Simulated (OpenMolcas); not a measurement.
# singlet [BCl2]+ at 6 levels

Wanted: a comparison of 6 runs (UHF/STO-3G, B3LYP/STO-3G, M06-2X/STO-3G, PBE/STO-3G, SVWN5/STO-3G, MP2/STO-3G) of singlet [BCl2]+. 

The calculation is run with OpenMolcas 26.06.

1 further run of the same task is left out (for a known fault of the program).

## Step 1: The system as given

The species is [BCl2]+ (3 atoms), meant as a singlet with charge +1. As SMILES of the parent species, `Cl[B]Cl`. Geometry: relaxed at PBE0-D4/def2-TZVP. That shape belongs to the parent species and isn't relaxed for this state.

Bond lengths: Cl1–B2 1.720 Å, B2–Cl3 1.720 Å. Angles: Cl1–B2–Cl3 125.4°.

## Step 2: The energy at UHF/STO-3G (run 1)

Contents of step1.input:

```
* BCl2 Hartree-Fock

&gateway
  baslib=$CurrDir
  coord
  3
  angstrom
  Cl       0.371500      -1.525600       0.030000
  B       -0.463900      -0.050300      -0.256900
  Cl       0.081500       1.511100       0.213700
  basis=STO-3G
  group=NoSym

&seward

&scf
  uhf
  charge=1
  scramble=0.25
  prorbitals=1 1
```

The basis set STO-3G is read from a file made from the Basis Set Exchange's data (not shown).

Started as:

```sh
$ export MOLCAS_MEM=1860
$ pymolcas step1.input > step1.log
```

What it wrote:

```text
--- Start Module: gateway ---
[...]
--- Stop Module: gateway /rc=_RC_ALL_IS_WELL_ ---
--- Start Module: seward ---
[...]
      Basis functions           23
--- Stop Module: seward /rc=_RC_ALL_IS_WELL_ ---
--- Start Module: scf ---
[...]
       Convergence after  17 Iterations
[...]
::    Total SCF energy                               -933.2362152122
[...]
      Total spin, S                                     0.0000000004
[...]
      Total electronic charge=   38.000000
      Total            charge=    1.000000
[...]
      Dipole Moment (debye):
      Origin of the operator (angstrom)=    0.1326   -0.0131    0.0703
                   X= -2.8933E+00               Y= -1.8053E-01               Z= -1.5872E+00           Total=  3.3050E+00
      Center of Charge (angstrom)
[...]
--- Stop Module: scf /rc=_RC_ALL_IS_WELL_ ---
[...]
```

It took 1.9 s on 1 thread of Arm Neoverse V1, shared host; peak memory 0.37 GiB.

## Step 3: The energy at B3LYP/STO-3G (run 2)

Contents of mol.input:

```
* BCl2 Kohn-Sham DFT
&GATEWAY
BasLib=$CurrDir
Coord
3
angstrom
Cl       0.371500      -1.525600       0.030000
B       -0.463900      -0.050300      -0.256900
Cl       0.081500       1.511100       0.213700
Basis=STO-3G
Group=NoSym
&SEWARD
GridInput
Grid=UltraFine
End of Grid
&SCF
Charge=1
KSDFT=B3LYP
Thresholds=1e-10 1e-07 1e-07 1e-05
PrOrbitals=1 1
```

The basis set STO-3G is read from a file made from the Basis Set Exchange's data (not shown).

Started as:

```sh
$ export MOLCAS_MEM=1860
$ pymolcas mol.input > mol.log
```

What it wrote:

```text
--- Start Module: gateway ---
[...]
--- Stop Module: gateway /rc=_RC_ALL_IS_WELL_ ---
--- Start Module: seward ---
[...]
      Basis functions           23
--- Stop Module: seward /rc=_RC_ALL_IS_WELL_ ---
--- Start Module: scf ---
[...]
       Convergence after  15 Iterations
[...]
::    Total KS-DFT energy                            -934.6010393740
[...]
      Total spin, S                                     0.0000000000
[...]
      Total electronic charge=   38.000000
      Total            charge=    1.000000
[...]
      Dipole Moment (debye):
      Origin of the operator (angstrom)=    0.1326   -0.0131    0.0703
                   X= -2.1305E+00               Y= -1.3296E-01               Z= -1.1688E+00           Total=  2.4337E+00
      Center of Charge (angstrom)
[...]
--- Stop Module: scf /rc=_RC_ALL_IS_WELL_ ---
[...]
```

Wall time 4.2 s (1 thread of Arm Neoverse V1, shared host); peak memory 0.37 GiB.

## Step 4: The energy at M06-2X/STO-3G (run 3)

Contents of mol.inp:

```
&GATEWAY
BasLib = $CurrDir
Coord
3
angstrom
Cl       0.371500      -1.525600       0.030000
B       -0.463900      -0.050300      -0.256900
Cl       0.081500       1.511100       0.213700
Basis = STO-3G
Group = NoSym
&SEWARD
GridInput
Grid=UltraFine
End of Grid
&SCF
Charge = 1
KSDFT = M062X
Thresholds = 1e-10 1e-07 1e-07 1e-05
PrOrbitals = 1 1
```

The basis set STO-3G is read from a file made from the Basis Set Exchange's data (not shown).

Started as:

```sh
$ export MOLCAS_MEM=1860
$ pymolcas mol.inp > mol.log
```

What it wrote:

```text
--- Start Module: gateway ---
[...]
--- Stop Module: gateway /rc=_RC_ALL_IS_WELL_ ---
--- Start Module: seward ---
[...]
      Basis functions           23
--- Stop Module: seward /rc=_RC_ALL_IS_WELL_ ---
--- Start Module: scf ---
[...]
       Convergence after  15 Iterations
[...]
::    Total KS-DFT energy                            -934.6468626278
[...]
      Total spin, S                                     0.0000000000
[...]
      Total electronic charge=   38.000000
      Total            charge=    1.000000
[...]
      Dipole Moment (debye):
      Origin of the operator (angstrom)=    0.1326   -0.0131    0.0703
                   X= -2.3309E+00               Y= -1.4547E-01               Z= -1.2787E+00           Total=  2.6626E+00
      Center of Charge (angstrom)
[...]
--- Stop Module: scf /rc=_RC_ALL_IS_WELL_ ---
[...]
```

Wall time 4.5 s (1 thread of Arm Neoverse V1, shared host); peak memory 0.37 GiB.

Runs 4 to 5 aren't shown in full; the table further down has their settings and results.

## Step 5: The energy at MP2/STO-3G (run 6)

Contents of mol.input:

```
&GATEWAY
  BasLib=$CurrDir
  Coord
  3
  angstrom
  Cl       0.371500      -1.525600       0.030000
  B       -0.463900      -0.050300      -0.256900
  Cl       0.081500       1.511100       0.213700
  Basis=STO-3G
  Group=NoSym

&SEWARD

&SCF
  Charge=1
  Thresholds=1e-10 1e-07 1e-07 1e-05
  PrOrbitals=1 1

&MBPT2
  Frozen=11
```

The basis set STO-3G is read from a file made from the Basis Set Exchange's data (not shown).

Started as:

```sh
$ export MOLCAS_MEM=1860
$ pymolcas mol.input > mol.log
```

What it wrote:

```text
--- Start Module: gateway ---
[...]
--- Stop Module: gateway /rc=_RC_ALL_IS_WELL_ ---
[...]
      Basis functions           23
[...]
--- Start Module: scf ---
[...]
       Convergence after  15 Iterations
[...]
::    Total SCF energy                               -933.2362152126
[...]
      Total spin, S                                     0.0000000000
[...]
      Total electronic charge=   38.000000
      Total            charge=    1.000000
[...]
      Dipole Moment (debye):
      Origin of the operator (angstrom)=    0.1326   -0.0131    0.0703
                   X= -2.8933E+00               Y= -1.8054E-01               Z= -1.5872E+00           Total=  3.3050E+00
      Center of Charge (angstrom)
[...]
--- Stop Module: scf /rc=_RC_ALL_IS_WELL_ ---
--- Start Module: mbpt2 ---
[...]
WARNING!
Default frozen orbitals as non valence orbitals is overwritten by user input.
Default values:  11
[...]
       Reference weight ( Cref**2 )         =        0.94981
::    Total MBPT2 energy                             -933.3167448709
[...]
      Total MBPT2 calculations                           0.03      0.04
--- Stop Module: mbpt2 /rc=_RC_ALL_IS_WELL_ ---
[...]
```

Wall time 1.8 s (1 thread of Arm Neoverse V1, shared host); peak memory 0.37 GiB.

## Step 6: The series

| run | level | scramble | integration grid | energy (Eh) | HOMO energy (eV) | LUMO energy (eV) | HOMO–LUMO gap (eV) | wall time |
| --- | --- | --- | --- | --- | --- | --- | --- | --- |
| 1 | UHF/STO-3G | 0.25 | – | -933.236215 | -19.39 | -6.78 | 12.60 | 1.9 s |
| 2 | B3LYP/STO-3G | – | UltraFine | -934.601039 | -16.00 | -11.01 | 4.99 | 4.2 s |
| 3 | M06-2X/STO-3G | – | UltraFine | -934.646863 | -17.50 | -9.87 | 7.63 | 4.5 s |
| 4 | PBE/STO-3G | – | UltraFine | -934.177099 | -14.95 | -11.69 | 3.25 | 3.9 s |
| 5 | SVWN5/STO-3G | – | UltraFine | -931.295222 | -14.95 | -11.71 | 3.24 | 3.6 s |
| 6 | MP2/STO-3G | – | – | -933.316745 | -19.39 | -6.78 | 12.60 | 1.8 s |

## Step 7: Outcome

| quantity | value |
| --- | --- |
| run 6: total energy | -933.31674 Eh |
| run 6: HOMO energy (Hartree–Fock orbitals) | -19.39 eV |
| run 6: LUMO energy (Hartree–Fock orbitals) | -6.78 eV |
| run 6: HOMO–LUMO gap (Hartree–Fock orbitals) | 12.60 eV |
| run 6: correlation energy (11 core orbitals frozen) | -80.5 mEh |

Over runs 1, 2, 3, 4, 5 the HOMO–LUMO gap runs from 3.24 eV (SVWN5/STO-3G) to 12.60 eV (UHF/STO-3G). Totals of different functionals can't be ranked against each other. In runs 1, 2, 3, 4, 5, 6 the basis is minimal, so the values are rough. All runs together took 20 s, the longest 4.5 s.
